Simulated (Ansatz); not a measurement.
# One shape, several levels: BH2SCl (SMILES SBCl)

Aim: a comparison of 3 runs (BLYP/STO-3G, UB3LYP/STO-3G, CCSDTQ/STO-3G) of BH2SCl. 

Program for the calculation: Ansatz 0.2.0.

61 further runs of the same task are left out: 1 that didn't finish, 60 set aside as unsound or not needed.

## Step 1: The molecule

The species is BH2SCl (5 atoms), meant as a singlet with charge 0. SMILES: `SBCl`. The H4–S1 distance was set to 1.679 Å, away from the relaxed value.

Bond lengths: S1–B2 1.779 Å, B2–Cl3 1.745 Å, B2–H5 1.189 Å. Angles: S1–B2–Cl3 118.6°, S1–B2–H5 122.1°, Cl3–B2–H5 119.3°. A long bond or contact: S1–H4 1.679 Å.

## Step 2: A single-point energy at BLYP/STO-3G (run 1)

in.yaml reads:

```yaml
crystal:
  periodic: [false, false, false]
  atoms:
    - {symbol: S, position_ang: [-1.328728, -0.323082, -0.210089]}
    - {symbol: B, position_ang: [0.368672, -0.532082, 0.278111]}
    - {symbol: Cl, position_ang: [0.854472, -2.053182, 0.982311]}
    - {symbol: H, position_ang: [-1.157600, 1.248200, -0.777100]}
    - {symbol: H, position_ang: [1.176172, 0.329118, 0.139111]}
basis:
  gaussian: {orbitals: STO-3G}
hamiltonian: {xc: {name: BLYP}}
accuracy: high
```

The run is started by

```bash
$ ansatz run in.yaml --threads 1 --pin off --max-ram 2610MiB --events-out events.jsonl --progress --plain --runs-dir runs
```

What it wrote:

```text
Warning: RAYON_NUM_THREADS=1 ignored (pool sized by the plan → 1); use --threads N
Functional definition: BLYP
  name "BLYP"
  parameter beta = 0.0042
  parameter a = 0.04918
  parameter b = 0.132
  parameter c = 0.2533
  parameter d = 0.349
  exchange = b88_x(beta = beta)
  correlation = lyp_c(a = a, b = b, c = c, d = d)
449 factors; integrals over basis functions are off by at most 7.2e-9 eV
mean field evaluation 1: about -23799.3075 eV, gradient 1.3e1 eV
mean field evaluation 2: about -23798.3902 eV, gradient 2.0e1 eV
mean field evaluation 4: about -23800.0399 eV, gradient 1.3e0 eV
mean field evaluation 8: about -23799.9834 eV, gradient 2.5e-2 eV
mean field evaluation 16: about -23799.9834 eV, gradient 2.3e-8 eV
mean field -23799.98338902 eV, -874.6332573383 hartree, gradient 4.0e-9 eV, S^2 0.000000; 0 other end points of the search recorded, 0 dependent functions left out
reference -23799.98342713 eV, -874.6332587390 hartree; 20, 20 occupied and 5, 5 virtual orbitals, 449 factors
Total energy: -23799.98342713 eV, -874.6332587390 hartree
```

Run time: 1.4 s. Hardware: 1 thread of Arm Neoverse V1, shared host; peak memory 0.1 GiB.

## Step 3: The energy at UB3LYP/STO-3G (run 2)

input.yaml reads:

```yaml
crystal:
  periodic: [false, false, false]
  atoms:
    - symbol: S
      position_ang: [-1.328728, -0.323082, -0.210089]
    - symbol: B
      position_ang: [0.368672, -0.532082, 0.278111]
    - symbol: Cl
      position_ang: [0.854472, -2.053182, 0.982311]
    - symbol: H
      position_ang: [-1.157600, 1.248200, -0.777100]
    - symbol: H
      position_ang: [1.176172, 0.329118, 0.139111]
basis:
  gaussian:
    orbitals: STO-3G
magnetization:
  spin_polarized: true
  initial_magnetization: 0
hamiltonian:
  xc: {name: B3LYP}
accuracy: high
```

The run is started by

```bash
$ ansatz run input.yaml --threads 1 --pin off --max-ram 2610MiB --events-out events.jsonl --progress --plain --runs-dir runs
```

What it wrote:

```text
Warning: RAYON_NUM_THREADS=1 ignored (pool sized by the plan → 1); use --threads N
Functional definition: B3LYP
  name "B3LYP"
  parameter a0 = 0.2
  parameter ax = 0.72
  parameter ac = 0.81
  exchange = (1 - a0 - ax)*slater_x + ax*b88_x + a0*exact_x
  correlation = (1 - ac)*vwn_rpa_c + ac*lyp_c
449 factors; integrals over basis functions are off by at most 7.2e-9 eV
mean field evaluation 1: about -23802.1998 eV, gradient 9.2e0 eV
mean field evaluation 2: about -23802.1728 eV, gradient 1.0e1 eV
mean field evaluation 4: about -23802.9343 eV, gradient 5.4e-1 eV
mean field evaluation 8: about -23802.8952 eV, gradient 3.8e-3 eV
mean field evaluation 16: about -23802.8952 eV, gradient 1.6e-8 eV
mean field -23802.89522430 eV, -874.7402653111 hartree, gradient 1.6e-8 eV, S^2 0.000000; 0 other end points of the search recorded, 0 dependent functions left out
reference -23802.89525222 eV, -874.7402663373 hartree; 20, 20 occupied and 5, 5 virtual orbitals, 449 factors
Total energy: -23802.89525222 eV, -874.7402663373 hartree
```

Run time: 2.5 s. Hardware: 1 thread of Arm Neoverse V1, shared host; peak memory 0.14 GiB.

## Step 4: A single-point energy at CCSDTQ/STO-3G (run 3)

input.yaml reads:

```yaml
crystal:
  periodic: [false, false, false]
  atoms:
    - {symbol: S, position_ang: [-1.328728, -0.323082, -0.210089]}
    - {symbol: B, position_ang: [0.368672, -0.532082, 0.278111]}
    - {symbol: Cl, position_ang: [0.854472, -2.053182, 0.982311]}
    - {symbol: H, position_ang: [-1.157600, 1.248200, -0.777100]}
    - {symbol: H, position_ang: [1.176172, 0.329118, 0.139111]}
basis:
  gaussian: {orbitals: STO-3G}
correlation: {method: ccsdtq, frozen_orbitals: {B: 1, Cl: 5, H: 0, S: 5}}
accuracy: high
scf: {omitted_lower_state_checks: [cluster_reference, increment]}
```

The run is started by

```bash
$ ansatz run input.yaml --threads 1 --pin off --max-ram 2610MiB --events-out events.jsonl --progress --plain --runs-dir runs
```

What it wrote (excerpt; [...] marks lines left out):

```text
Warning: RAYON_NUM_THREADS=1 ignored (pool sized by the plan → 1); use --threads N
Functional definition: HF
  name "HF"
[...]
449 factors; integrals over basis functions are off by at most 7.2e-9 eV
[...]
mean field -23763.75971841 eV, -873.3020619966 hartree, gradient 1.5e-8 eV, S^2 0.000000; 0 other end points of the search recorded, 0 dependent functions left out
11 core orbitals not correlated: weight in the atoms' cores, before any rotation towards them, 1.000 or more for the frozen orbitals, at most 0.000 for the correlated occupied ones
reference -23763.75971841 eV, -873.3020619966 hartree; 9, 9 occupied and 5, 5 virtual orbitals, 449 factors
second order -2.35803110 eV of doubles, -0.00000000 eV of singles
cycle   1  -2.80906436 eV  change   -4.5e-1 eV  update   9.7e-2
[...]
cycle  24  -3.28642836 eV  change   9.8e-10 eV  update   1.2e-9
Total energy: -23767.04614677 eV, -873.4228360113 hartree
Checks for a lower state left out: cluster_reference, increment
```

It took 9.3 s on 1 thread of Arm Neoverse V1, shared host; peak memory 0.15 GiB.

## Step 5: The series

```
run          level  frozen core orbitals  energy (Eh)  wall time
  1    BLYP/STO-3G                     –  -874.633259      1.4 s
  2  UB3LYP/STO-3G                     –  -874.740266      2.5 s
  3  CCSDTQ/STO-3G                    11  -873.422836      9.3 s
```

## Step 6: Summary of results

| quantity | value |
| --- | --- |
| run 3: total energy | -873.42284 Eh |
| run 3: correlation energy (11 core orbitals frozen) | -120.8 mEh |
| run 3: T1 diagnostic | 0.018 |

Totals of different functionals can't be ranked against each other. In runs 1, 2, 3 the basis is minimal, so the values are rough. All runs together took 13 s, the longest 9.3 s.
